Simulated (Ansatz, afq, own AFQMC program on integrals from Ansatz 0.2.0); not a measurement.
# PtN2, triplet: AFQMC among the cluster methods

```yaml
atoms:
  - { symbol: Pt, position_ang: [0.0000, 0.1198, 0.2445] }
  - { symbol: N, position_ang: [0.0000, -1.2465, -1.3407] }
  - { symbol: N, position_ang: [0.0000, -0.4219, -2.0641] }
```

Connectivity, by distances: Pt–N–N, closed to a ring.

Basis def2-SVP with its core potentials. Only valence electrons are correlated. AFQMC by an in-house program on the Cholesky factors that Ansatz 0.2.0 writes for its CCSD(T) run. ph-AFQMC/CISD is guided by a CISD state made of CCSD amplitudes; releasing the constraint for a short imaginary time cuts its bias at the price of noise, slowly where states lie close. Error bars are statistical, one sigma. No spin–orbit coupling. The metal's outer-core s and p shells are frozen, which shifts wave-function levels against functionals.

Determinant: UHF, the one that the program's search chose, which needn't be the lowest solution. The geometry is a point of a scan.

No full CI on the walks' own integrals is used here; CCSDT(Q) serves as the reference and is uncertain by about the last step of the cluster series.

Cautions: no spin-orbit coupling; outer-core shells of the metal frozen; lower spins were not checked; higher spins were not checked.

The T1 diagnostic is 0.0237, the weight of the determinant in the CISD state is 0.825 and the ⟨S²⟩ of the determinant is 2.025. The size of the correlated space is 20 electrons in 54 orbitals.

```tsv
level	correlation energy (eV)
MP2	-14.4345
CCSD	-14.2697
CCSD(T)	-14.7945
```

(1) Estimate where phaseless AFQMC with a CISD trial lies against CCSD(T) on the same integrals.

(1) 2.4 ± 1.1 kJ/mol below CCSD(T).

Reference: CCSDT(Q), correlation energy -14.860 eV. The released energy is read at 2.60 1/Eh (meV from the phaseless value at times in 1/Eh: -8 ± 10 at 0.24, -37 ± 10 at 0.60, -34 ± 10 at 1.20, -13 ± 18 at 1.80, -22 ± 20 at 2.60).

| level | E − E(reference) (kJ/mol) | share of correlation (%) |
| --- | --- | --- |
| CCSD(T) | 6.3 | 99.56 |
| CCSDT | 5.8 | 99.60 |
| ph-AFQMC/CISD | 3.9 ± 1.1 | 99.73 |
| released AFQMC | 1.8 ± 1.9 | 99.88 |

A walk keeps the symmetry of its determinant, which the program's search chose and which needn't be the lowest solution, so a lower state of the same spin and another symmetry isn't excluded. Released energies are given only where the last usable release times agree within the noise; a slower fall can still hide under it.
